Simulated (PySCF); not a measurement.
NMR data sheet: Cyclopropenone

| Quantity | Value |
| --- | --- |
| Formula | C3H2O |
| SMILES | O=c1cc1 |
| InChI | InChI=1S/C3H2O/c4-3-1-2-3/h1-2H |
| Point group of the computed structure | C2v |
| Degrees of unsaturation | 3 |
| Carbon signals | 2 |
| Proton signals | 1 |

Mapped SMILES: `[O:1]=[c:2]1[cH:3][cH:4]1`. Each H is labelled by its parent atom.

No relativistic terms, fast rotation and ring inversion assumed for equivalent nuclei, no solvent model, one conformer. J couplings at B3LYP/pcJ-1; geometry: GFN2-xTB; NMR shieldings at PBE0/pcSseg-1/GIAO; PySCF.

Shifts are taken against calculated references (same method and geometry level): TMS for 1H and 13C; 17O vs H2O.

| carbon | δC, type | δH (multiplicity, J in Hz) | HMBC from (abs. J ≥ 3 Hz) | span of the C tensor (ppm) |
| --- | --- | --- | --- | --- |
| C2 | 149.6, C | – | – | 216 |
| C3/C4 | 172.7, CH | 9.39 (s) | H(C3)/H(C4) | 290 |

Other nuclei:
| atoms | nucleus | environment | δ (ppm) | σ (ppm) |
| --- | --- | --- | --- | --- |
| O1 | 17O | carbonyl oxygen | 323.9 | 12.1 |

Selected couplings (Hz, signed; the shortest-range and largest first, 30 at most; isotopes 13C, 1H): 1J(C3,H(C3)) 217.6, 1J(C2,C3) 30.9.

- Carbon types of the structure: 1 × C, 2 × CH, which accounts for all hydrogens.
- δC 172.7: unsaturated ring CH.
- δC 149.6: ring carbonyl carbon.
- δH 9.39: hydrogen on a unsaturated ring CH.

Shifts are as computed. Against solution values, carbons near 30 ppm lie about +3 ppm off and those near 130 ppm about +5 ppm. Of 1211 compounds with measured shifts, 218 miss one by over three times the rms of a fit or turn the order of signals round; such compounds aren't used in these exercises. Unscaled 17O shifts of doubly bonded oxygen tend to come out too high, by tens of ppm or more. Experimental scales use liquid or dissolved standards, which lie at an offset from isolated H2O (liquid H2O: subtract about 36 ppm).
